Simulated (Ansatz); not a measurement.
Gas-phase reaction in SMILES: ClC1(Cl)C[SiH2]C1 [3,3-dichlorosiletane] + 5 C (CH4) + [SiH4] (SiH4) -> 2 CC (C2H6) + 2 ClC (CH3Cl) [chloromethane] + 2 C[SiH3] (CH6Si) [methylsilane]

Quantity: bond separation energy (enthalpy at 298 K), in kcal/mol. Terms: non-relativistic; valence correlation only; six Cartesian d functions in 6-31G* and its kin unless marked 5d; 6-311+G** with 5d, 6d on Na to Ar in Ansatz (a quantum-chemistry and plane-wave program); LANL2DZ with its own core potentials from Na on; spin-orbit terms left out. CBS(X,Y): correlation extrapolated as X^-3; Hartree-Fock from the larger set. [CCSD(T)-MP2]/basis is that difference in the basis named. First-principles rows: single points at B3LYP-D3(BJ) geometries (Ansatz), with unscaled harmonic terms from B3LYP/6-31G* (Ansatz) at its own minima.

Coupled cluster (Ansatz) is a level with limits of its own, used here on species with T1 under 0.025 (0.045 for open shells) and stable references: RI-MP2/CBS(cc-pV(T+d)Z,cc-pV(Q+d)Z)+[CCSD(T)-MP2]/cc-pV(T+d)Z.

Value to compare with, RI-MP2/CBS(cc-pV(T+d)Z,cc-pV(Q+d)Z)+[CCSD(T)-MP2]/cc-pV(T+d)Z (Ansatz): -7.8 kcal/mol.

| level | program | bond separation energy (enthalpy at 298 K) (kcal/mol) | difference |
|---|---|---|---|
| MP2/STO-3G | Ansatz | -14.1 | -6.3 |
| MP2/3-21G | Ansatz | -0.6 | 7.2 |
| MP2/LANL2DZ | Ansatz | -4.6 | 3.2 |
| MP2/6-31G* | Ansatz | -3.3 | 4.5 |
| MP2/6-311+G** | Ansatz | -1.4 | 6.4 |

Among the 5 habitual levels, MP2/3-21G lies farthest from RI-MP2/CBS(cc-pV(T+d)Z,cc-pV(Q+d)Z)+[CCSD(T)-MP2]/cc-pV(T+d)Z (Ansatz) (7.2 kcal/mol) and MP2/LANL2DZ nearest (3.2); 4 of 5 lie above it, and their mean absolute difference is 5.5 kcal/mol, the median 6.3. One case shows no general order.

The sets are all those run for this method; left out are runs that failed, that the program found above a lower state of the same kind, or whose <S^2> lies over 0.5 above the pure value.
